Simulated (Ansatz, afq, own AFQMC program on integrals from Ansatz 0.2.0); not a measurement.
AFQMC on a folder of integrals that Ansatz 0.2.0 wrote.

```yaml
crystal:
  periodic: [false, false, false]
  atoms:
    - {symbol: C, position_ang: [0.000000, 0.000000, 0.000000]}
    - {symbol: H, position_ang: [0.628037, 0.630011, 0.629222]}
    - {symbol: H, position_ang: [-0.631581, -0.626732, 0.628949]}
    - {symbol: H, position_ang: [-0.626594, 0.628165, -0.632497]}
    - {symbol: H, position_ang: [0.630138, -0.631444, -0.625675]}
basis:
  gaussian: {orbitals: 6-31G}
total_charge: 1
magnetization: {spin_polarized: true, initial_magnetization: 1}
correlation: {method: ccsd_t, electrons: outside_noble_gas, hamiltonian_folder: ham}
```

```sh
$ ansatz run in.yaml --threads 1 --pin off --events-out ev --progress --plain --max-ram 1843MiB
```

Options of the walk:

```
--method free --trial cid --walkers 20 --time-step 0.05 --max-blocks 120 --target-error 0.00064 --factor-cut 1e-05 --seed 7439 --times 0.0,0.5,1.0,2.0,3.0,4.0 --taylor-order 4
```

Times are imaginary, in 1/Eh. The walk had a cap of 208 s.

Output of the walk:

```
orbitals 16  electrons 4 3  factors 106 of 255
reference energy -39.68784598 Eh
CCSD correlation -0.09566538 Eh in 9 cycles, weight of the determinant in the CISD state 0.9542
repeat  energy at the last time / Eh  error
    10  -39.785733  0.000805
    20  -39.784774  0.000444
    30  -39.784777  0.000331
time / (1/Eh)  energy / Eh  error  mean overlap
  0.00  -39.783770  0.000254  1.0474
  0.50  -39.784742  0.000162  1.0476
  1.00  -39.785140  0.000179  1.0408
  2.00  -39.785201  0.000212  1.0234
  3.00  -39.785249  0.000297  0.9732
  4.00  -39.784838  0.000329  0.9520
energy -39.784838 +/- 0.000329 Eh
```

The run passed its tests (error under three times the target), which doesn't prove that it has relaxed.

Against this walk (error 9.0 meV) on the same determinant: CCSD(T) 4.7 meV higher (within the noise), CCSDT(Q) 5.7 meV lower (within the noise), CCSDTQ 5.9 meV lower (within the noise), full CI 6.0 meV lower (within the noise). The error is statistical, and a free projection of finite length keeps a remainder of its start. The last points scatter (meV from the last: 3 ± 4 at 0.50, -8 ± 5 at 1.00, -10 ± 6 at 2.00, -11 ± 8 at 3.00, 0 ± 9 at 4.00); the last is the one printed as the energy, and the gaps above move with that scatter.

Cautions: remainder of the start not in the error; so few walkers bias the energy; the time-step error isn't removed.

The walk took 1.6 s on 1 thread of Arm Neoverse V2, on a shared host. The log's last line is the free-projection energy.

CCSDT and higher add their correlation energy to the determinant of the CCSD(T) run, since their own runs factorise the integrals more tightly (a shift of under 2 meV).
